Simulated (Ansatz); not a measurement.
# Platinum, fcc under PBE: ground state and equation of state

What does PBE give for platinum in the fcc structure? We relax it, solve it on a dense k-mesh, switch on spin-orbit coupling, then scale the cell to 7 volumes from 88 to 112 % of the relaxed one and try a fit of the equation of state. The start is ferromagnetic. The k-meshes are 14×14×14 for the relaxation; 22×22×22 for the dense run; 14×14×14 for spin-orbit coupling; 22×22×22 for the volumes. The starting cell is the deposited one, from the Crystallography Open Database.

Computed with Ansatz 0.2.0 (DFT PBE, plane waves (420 eV) with PAW, scalar-relativistic, unless a step says otherwise).

## Step 1: The system as given

It takes space group Fm-3m (No. 225, cubic). The conventional cell has a = 3.923 Å, b = 3.923 Å, c = 3.923 Å, α = 90.00°, β = 90.00°, γ = 90.00°. Pt (site symmetry m-3m) is surrounded by 12 Pt at 2.77 Å.

As a file:

```cif
data_structure
_symmetry_space_group_name_H-M 'Fm-3m'
_symmetry_Int_Tables_number 225
_cell_length_a 3.9231
_cell_length_b 3.9231
_cell_length_c 3.9231
_cell_angle_alpha 90.000
_cell_angle_beta 90.000
_cell_angle_gamma 90.000
_cell_volume 60.38
loop_
_atom_site_label
_atom_site_type_symbol
_atom_site_symmetry_multiplicity
_atom_site_Wyckoff_symbol
_atom_site_fract_x
_atom_site_fract_y
_atom_site_fract_z
_atom_site_occupancy
Pt1 Pt 4 a 0.00000 0.00000 0.00000 1
```

The atoms start with moments of +1 μB.

## Step 2: Relaxing cell and atoms

Input file input.yaml:

```yaml
crystal:
  lattice:
    - [0.0, 1.96155, 1.96155]
    - [1.96155, 0.0, 1.96155]
    - [1.96155, 1.96155, 0.0]
  atoms:
    - { symbol: Pt, position: [0.0, 0.0, 0.0], spin: 1.0 }
hamiltonian:
  xc: pbe
  pseudopotentials:
    kind: paw
    azcp:
      Pt: "pseudopotentials/Pt.paw.azcp"
basis:
  ecutwfc: 420
  fft_grid_basis: typed
kpoints:
  mp_grid: { grid: [14, 14, 14], shift: [0, 0, 0] }
magnetization:
  spin_polarized: true
scf:
  occupations: { method: fermi_dirac, width: 0.05 }
relax:
  max_steps: 60
  f_tol: 0.01
  cell: {}
```

After this run come: The energy on a finer k-mesh; With spin-orbit coupling; The cell scaled to 88 % of its volume; The cell scaled to 92 % of its volume; The cell scaled to 96 % of its volume; The cell scaled to 100 % of its volume; The cell scaled to 104 % of its volume; The cell scaled to 108 % of its volume; The cell scaled to 112 % of its volume.

Q: Predict the outcome of this session. Wanted: space group; conventional cell; volume; shortest distance; gap on the mesh; magnetic state; V₀, B₀, B₀′.

**Answer**, as computed:

| quantity | value |
| --- | --- |
| space group (spins left aside) | Fm-3m (No. 225) |
| conventional cell | a = 3.970 Å |
| volume | 15.639 Å³/atom |
| shortest distance | 2.807 Å |
| against the deposited volume | +3.6 % (15.095 Å³/atom) |
| gap on the mesh | none (levels filled in part) |
| magnetic state | non-magnetic |
| V₀, B₀, B₀′ | 15.638 Å³/atom, 248 GPa, 5.4 |

**Reading.** The relaxed volume lies 3.6 % above the deposited cell. The deposited cell holds zero-point motion and, unless taken cold, thermal expansion, so the miss against a static lattice is larger still. The moments die out: the run ends non-magnetic. No gap shows: it is a metal or semimetal at this level. Totals with and without spin-orbit coupling (-34.6 eV/atom apart) can't be read as binding, since the two-component data shift the zero of energy. B₀ comes out at 248 GPa.
